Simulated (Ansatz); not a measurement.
in.yaml

```yaml
crystal:
  periodic: [false, false, false]
  atoms:
    - {symbol: Si, position_ang: [0.000000, 0.000000, 0.000000]}
    - {symbol: Cl, position_ang: [0.000000, 0.000000, 2.057900]}
basis:
  gaussian: {orbitals: cc-pVDZ}
total_charge: 1
magnetization: {spin_polarized: false, initial_magnetization: 4}
correlation: {method: ccsdtq, electrons: outside_noble_gas}
```

```sh
$ ansatz run in.yaml --threads 2 --pin off --events-out ev --progress --plain --max-ram 24576MiB --backend cuda --devices 0, --max-vram 18GiB
```

Output:

```
672 factors; integrals over basis functions are off by at most 1.2e-7 eV
mean field evaluation 1: about -20351.1538 eV, gradient 7.5e0 eV
mean field evaluation 2: about -20351.1594 eV, gradient 7.5e0 eV
mean field evaluation 4: about -20352.1768 eV, gradient 7.4e-1 eV
mean field evaluation 8: about -20352.1822 eV, gradient 1.7e-4 eV
mean field evaluation 16: about -20352.0289 eV, gradient 4.4e0 eV
mean field evaluation 32: about -20352.1822 eV, gradient 3.7e-4 eV
mean field evaluation 64: about -20348.7492 eV, gradient 4.6e-4 eV
mean field evaluation 96: about -20348.6559 eV, gradient 2.2e0 eV
mean field -20352.18223039 eV, -747.9289017622 hartree, gradient 8.6e-7 eV, S^2 6.000000; 4 other end points of the search recorded, 0 dependent functions left out
mean field evaluation 128: about -20352.3110 eV, gradient 3.6e-1 eV
determinant -20352.18223039 eV, -747.9289017622 hartree, with singles and doubles -20356.62434289 eV, -748.0921463855 hartree
determinant -20349.47908592 eV, -747.8295630351 hartree, with singles and doubles -20353.91125078 eV, -747.9924420895 hartree
determinant -20348.74921658 eV, -747.8027408315 hartree, with singles and doubles -20353.34177205 eV, -747.9715141323 hartree
10 core orbitals not correlated: weight in the atoms' cores, before any rotation towards them, 1.000 or more for the frozen orbitals, at most 0.000 for the correlated occupied ones
reference -20352.18223039 eV, -747.9289017622 hartree; 7, 3 occupied and 19, 23 virtual orbitals, 672 factors
second order -3.70913766 eV of doubles, -0.09006716 eV of singles
cycle   1  -4.27424287 eV  change   -4.7e-1 eV  update   5.4e-2
cycle   2  -4.51786868 eV  change   -2.4e-1 eV  update   2.5e-2
cycle   3  -4.54646544 eV  change   -2.9e-2 eV  update   1.3e-2
cycle   4  -4.54590921 eV  change    5.6e-4 eV  update   6.5e-3
cycle   5  -4.55148141 eV  change   -5.6e-3 eV  update   2.8e-3
cycle   6  -4.55197317 eV  change   -4.9e-4 eV  update   1.5e-3
cycle   7  -4.55099551 eV  change    9.8e-4 eV  update   7.5e-4
cycle   8  -4.55137940 eV  change   -3.8e-4 eV  update   4.3e-4
cycle   9  -4.55156828 eV  change   -1.9e-4 eV  update   2.6e-4
cycle  10  -4.55144554 eV  change    1.2e-4 eV  update   1.9e-4
cycle  11  -4.55151262 eV  change   -6.7e-5 eV  update   9.4e-5
cycle  12  -4.55150836 eV  change    4.3e-6 eV  update   3.5e-5
cycle  13  -4.55151346 eV  change   -5.1e-6 eV  update   2.2e-5
cycle  14  -4.55151933 eV  change   -5.9e-6 eV  update   5.8e-6
cycle  15  -4.55151920 eV  change    1.3e-7 eV  update   2.5e-6
cycle  16  -4.55151878 eV  change    4.2e-7 eV  update   1.3e-6
cycle  17  -4.55151866 eV  change    1.3e-7 eV  update   6.9e-7
Total energy: -20356.73374905 eV, -748.0961669878 hartree
```

For the same geometry and basis UCCSDTQ lies 0.8 meV lower.

Ran on 2 threads of AMD EPYC 7R13 with a shared H100 80 GB, shared host: 55 s wall, 0.86 GiB peak host memory.
